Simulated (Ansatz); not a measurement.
This geometry of C$_{2}$H$_{8}$N$_{2}$O (13 atoms, charge 0, multiplicity 1) is a first-order saddle point.

Method: RKS B3LYP-D4/def2-SVP (Ansatz).

```xyz
13
Properties=species:S:1:pos:R:3
C -1.808 0.352 0.068
N -0.694 -0.567 -0.095
C 0.600 -0.036 0.244
N 1.651 -0.969 0.041
O 0.819 1.153 -0.522
H -1.747 1.266 -0.552
H -2.751 -0.168 -0.161
H -1.862 0.675 1.123
H -0.662 -0.944 -1.042
H 0.573 0.214 1.326
H 2.198 -1.311 0.814
H 1.983 -1.145 -0.897
H 1.720 1.446 -0.331
```

Question: Which two structures does it join? (They come from a converged band through this point; their orientation in space is the band's.)

Answer: No bond is made or broken. The height of N4 over the plane of its neighbours goes from 0.39 to -0.39 Å.

Image 0:

```xyz
13
Properties=species:S:1:pos:R:3
C -1.777 0.228 0.154
N -0.578 -0.565 -0.079
C 0.660 0.108 0.205
N 1.826 -0.741 0.115
O 0.832 1.191 -0.690
H -1.830 1.158 -0.444
H -2.670 -0.379 -0.061
H -1.825 0.514 1.218
H -0.555 -0.893 -1.047
H 0.590 0.475 1.251
H 1.736 -1.522 0.766
H 1.884 -1.138 -0.825
H 1.728 1.530 -0.548
```

Image 8:

```xyz
13
Properties=species:S:1:pos:R:3
C -1.791 0.342 0.056
N -0.693 -0.596 -0.088
C 0.595 -0.099 0.275
N 1.587 -1.130 0.105
O 0.873 1.086 -0.495
H -1.688 1.266 -0.545
H -2.735 -0.155 -0.219
H -1.879 0.644 1.114
H -0.663 -0.990 -1.027
H 0.572 0.176 1.349
H 2.486 -0.824 0.477
H 1.732 -1.301 -0.892
H 1.625 1.545 -0.096
```

Question: How far does it lie above each of them?

Answer: 23.7 kJ/mol above the first and 10.1 kJ/mol above the second. This is the barrier of this one path; another mechanism may lie lower.

Time of the run: 98 s on 2 threads of Intel(R) Xeon(R) Platinum 8488C (Sapphire Rapids), with other jobs on the host, peak memory 0.26 GiB.
